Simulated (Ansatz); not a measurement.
Geometry optimisation, RKS PBE-D4/def2-SVP in Ansatz 0.2.0.

input.yaml

```yaml
crystal:
  periodic: [false, false, false]
  atoms:
    - { symbol: Si, position_ang: [-0.115004, 0.040733, -0.975168] }
    - { symbol: H, position_ang: [1.243587, -0.288098, 1.287458] }
    - { symbol: H, position_ang: [1.737055, 0.104564, 0.931708] }
    - { symbol: F, position_ang: [-1.022848, 1.303909, -0.410751] }
    - { symbol: H, position_ang: [-0.697291, -1.055107, -0.022646] }
basis:
  gaussian: { orbitals: def2-SVP }
hamiltonian:
  xc: pbe
  dispersion: d4
relax:
  f_tol: 0.03
  max_steps: 50
```

Run as:

```bash
$ ansatz run input.yaml --threads 1 --pin off --max-ram 2048MiB --backend cpu --events-out ev --progress --plain --runs-dir out
```

Task: Where does it end, and by what steps?

Result: The forces met the threshold. After 4 steps the energy has fallen by 0.123 eV; H3 moved furthest, 0.37 Å.

```csv
step,energy less start (eV),largest force component (eV/Å),accepted
0,0.0000,1.334,yes
1,-0.0854,0.315,yes
2,-0.1168,0.416,yes
3,-0.0768,1.074,no
4,-0.1235,0.029,yes
```

```xyz
5
Properties=species:S:1:pos:R:3
Si 0.097 0.029 -0.784
H 0.962 -0.268 1.124
H 1.475 0.152 0.670
F -0.853 1.293 -0.294
H -0.535 -1.100 0.094
```

Whether the end is a true minimum wasn't checked by a vibrational analysis.

The run took 5 s on 1 thread of Arm Neoverse V1, on a shared host, peak memory 0.1 GiB.
